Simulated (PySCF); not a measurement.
# How good is the calculation?

Geometry:
```csv
atom,x (Å),y (Å),z (Å)
C1,-2.380,0.280,-0.206
C2,-1.125,-0.301,0.425
C3,0.156,0.197,-0.227
C4,1.414,-0.381,0.390
C5,2.691,0.128,-0.215
O6,2.752,0.941,-1.098
H7,-2.388,1.380,-0.137
H8,-3.292,-0.092,0.284
H9,-2.446,0.019,-1.275
H10,-1.105,-0.058,1.502
H11,-1.159,-1.404,0.371
H12,0.146,-0.037,-1.306
H13,0.203,1.298,-0.174
H14,1.469,-0.174,1.477
H15,1.436,-1.486,0.323
H16,3.627,-0.310,0.223
```

- coordinates at the PBE0-D3(BJ)/def2-SVP level
- σ from GIAO-B3LYP/pcSseg-2
- run in PySCF 2.14
- no solvent model, a single conformation, non-relativistic, fast rotation and ring inversion assumed for equivalent nuclei

Reference values: measured (solution, not stated per compound (mostly CDCl3 or CCl4); Pretsch, Buehlmann, Badertscher, Structure Determination of Organic Compounds, 4th ed. (2009)).
| atoms | quantity | reference | computed | computed, scaled |
| --- | --- | --- | --- | --- |
| H14/H15 | δ ¹H | 2.42 | 2.41 | 2.39 |
| H12/H13 | δ ¹H | 1.59 | 1.51 | 1.52 |
| H10/H11 | δ ¹H | 1.35 | 1.21 | 1.23 |
| H7/H8/H9 | δ ¹H | 0.93 | 1.04 | 1.06 |

Computed shifts are σ(ref) − σ with the named reference compound (TMS for H and C) calculated as an isolated molecule at the same level. The measured values may be among those fitted. Scaled to experiment by linear calibration (H and C: mostly CDCl3 data, vs TMS): ¹H: δ = 30.47 − 0.969σ (rms 0.18 ppm, 51 shifts). Occasional misses reach two or three times the rms, and more in compound classes unlike the fitted ones.

**Question.** How far are the unscaled ¹H shifts from the references?

**Answer.** Mean signed difference -0.03 ppm, mean absolute 0.08 ppm over 4 comparisons; the largest is -0.14 ppm at H10/H11 (hydrogen on an sp3 CH2).

4 of the 8 published NMR values on file for this molecule are compared.
